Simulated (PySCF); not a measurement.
C3H3FO2.
Atom-mapped SMILES: `[O:1]=[C:2]([OH:3])/[CH:4]=[CH:5]\[F:6]` (hydrogens: H7 on O3; H8 on C4; H9 on C5)

The calculation used PBE0-D3(BJ)/def2-SVP geometry optimisation, gas phase (PySCF).

Question: List the bond lengths, angles and torsions at this level.

Answer: 
```
 bond  length (bohr)
O1=C2          2.278
C2–O3          2.530
C2–C4          2.784
C4=C5          2.525
C5–F6          2.483
O3–H7          1.832
C4–H8          2.061
C5–H9          2.070
```

A selection of angles:
```
   angle  degrees
O1–C2–O3    122.7
O1–C2–C4    123.1
O3–C2–C4    114.2
C2–O3–H7    105.9
C2–C4–C5    127.9
C2–C4–H8    114.7
C5–C4–H8    117.4
C4–C5–F6    124.8
C4–C5–H9    122.7
F6–C5–H9    112.5
```

Dihedral angles: O1–C2–C4–C5 179° (antiperiplanar); C2–C4–C5–F6 0° (synperiplanar); H7–O3–C2–O1 0° (synperiplanar).

The 6 heavy atoms lie in one plane (0.005 Å rms). Of the pairs four or more bonds apart, O3···F6 is among the closest relative to their van der Waals radii: 2.68 Å, 90 % of the sum of Bondi's values. The C–C distances run from 1.336 Å (C4=C5, drawn double) to 1.473 Å (C2–C4, drawn single), a spread of 0.137 Å. The C–O distances run from 1.206 Å (O1=C2, drawn double) to 1.339 Å (C2–O3, drawn single), a spread of 0.133 Å.

Point group: Cs (tolerance 0.08 Å). Whether it is a minimum is left open (no frequencies). The numbers are those of one conformer (O1–C2–O3–H 0°, O1–C2–C4–C5 179°).
